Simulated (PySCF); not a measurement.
# PH3F+ (SMILES F[PH3+]): MP2/STO-3G

Aim: the vertical singlet–triplet gap of PH3F+ at MP2/STO-3G, from 2 runs. The job is set up through a Python script.

The results are computed with PySCF 2.14.0.

23 further runs of the same task are left out: 9 that didn't finish, 14 set aside as unsound or not needed.

## (1) The molecule

PH3F+ has 5 atoms, charge +1, and is taken as a singlet. SMILES: `F[PH3+]`. The coordinates come from a GFN2-xTB relaxation.

Bond lengths: F1–P2 1.558 Å, P2–H3 1.382 Å, P2–H4 1.383 Å, P2–H5 1.383 Å. Angles: F1–P2–H3 102.8°, F1–P2–H4 102.8°, F1–P2–H5 102.8°, H3–P2–H4 115.3°, H3–P2–H5 115.3°, H4–P2–H5 115.3°.

## (2) A single-point energy at MP2/STO-3G

input.py

```python
from pyscf import gto, scf, mp

mol = gto.Mole()
mol.atom = [
    ('F', (-1.365490, 0.250400, 0.341100)),
    ('P', (0.122590, -0.022380, -0.030680)),
    ('H', (0.038180, -0.428620, -1.349370)),
    ('H', (0.486130, -1.008290, 0.868130)),
    ('H', (0.718590, 1.208890, 0.170830)),
]
mol.verbose = 3
mol.charge = 1
mol.basis = 'sto-3g'
mol.max_memory = 1860
mol.build()

mf = scf.RHF(mol)
mf.conv_tol = 1e-10
mf.kernel()
if not mf.converged:
    mf = mf.newton().run(mf.mo_coeff, mf.mo_occ)

pt = mp.MP2(mf, frozen=6).run()
etot = pt.e_tot
print('E = %.10f Eh' % etot)
```

On the command line:

```console
OMP_NUM_THREADS=1 python input.py
```

Output:

```text
converged SCF energy = -436.445732451981
E(RMP2) = -436.506808851344  E_corr = -0.0610763993620558
E(SCS-RMP2) = -436.515546271581  E_corr = -0.0698138195998496
E = -436.5068088513 Eh
```

Run time: 0.77 s. Hardware: 1 thread of Arm Neoverse V1, shared host; peak memory 0.12 GiB.

## (3) The triplet, same level

run.py

```python
from pyscf import gto, mp

mol = gto.Mole()
mol.atom = '''
F     -2.580402     0.473187     0.644586
P      0.231662    -0.042292    -0.057977
H      0.072150    -0.809974    -2.549940
H      0.918653    -1.905392     1.640528
H      1.357938     2.284471     0.322822
'''
mol.basis = 'sto-3g'
mol.unit = 'bohr'
mol.charge = 1
mol.spin = 2
mol.verbose = 3
mol.max_memory = 1860
mol.build()

mf = mol.UHF()
mf.conv_tol = 1e-10
mf.kernel()
if not mf.converged:
    mf = mf.newton().run(mf.mo_coeff, mf.mo_occ)

pt = mp.MP2(mf, frozen=6).run()
etot = pt.e_tot
print('E = %.10f Eh' % etot)
```

On the command line:

```console
OMP_NUM_THREADS=1 python run.py
```

Output:

```text
WARN: HOMO 0.22829784559892 >= LUMO -0.463572818275351

converged SCF energy = -436.158092437497  <S^2> = 2.0127532  2S+1 = 3.0084901
E(UMP2) = -436.196407614043  E_corr = -0.038315176545462
E(SCS-UMP2) = -436.202482556613  E_corr = -0.044390119115935
E = -436.1964076140 Eh
```

Run time: 0.85 s. Hardware: 1 thread of Arm Neoverse V1, shared host; peak memory 0.12 GiB.

## (4) Summary of results

At MP2/STO-3G, 6 core orbitals frozen:

| quantity | value |
| --- | --- |
| singlet: total energy | -436.50681 Eh |
| singlet: HOMO energy (Hartree–Fock orbitals) | -20.18 eV |
| singlet: LUMO energy (Hartree–Fock orbitals) | 1.76 eV |
| singlet: HOMO–LUMO gap (Hartree–Fock orbitals) | 21.95 eV |
| singlet: correlation energy (6 core orbitals frozen) | -61.1 mEh |
| triplet: total energy | -436.19641 Eh |
| triplet: HOMO energy (Hartree–Fock orbitals) (highest over α and β) | -10.37 eV |
| triplet: LUMO energy (Hartree–Fock orbitals) (lowest over α and β) | -3.14 eV |
| triplet: correlation energy (6 core orbitals frozen) | -38.3 mEh |
| triplet: ⟨S²⟩ of the reference determinant | 2.013 |
| vertical energy of the triplet above the singlet | 8.446 eV |

**Reading.** At this shape the triplet lies 8.45 eV (815 kJ/mol) above the singlet. In a minimal basis such a difference can be off by several eV, whatever the method. Mulliken charges (singlet) of the mean-field density run from -0.17 on F1 to +0.92 on P2.
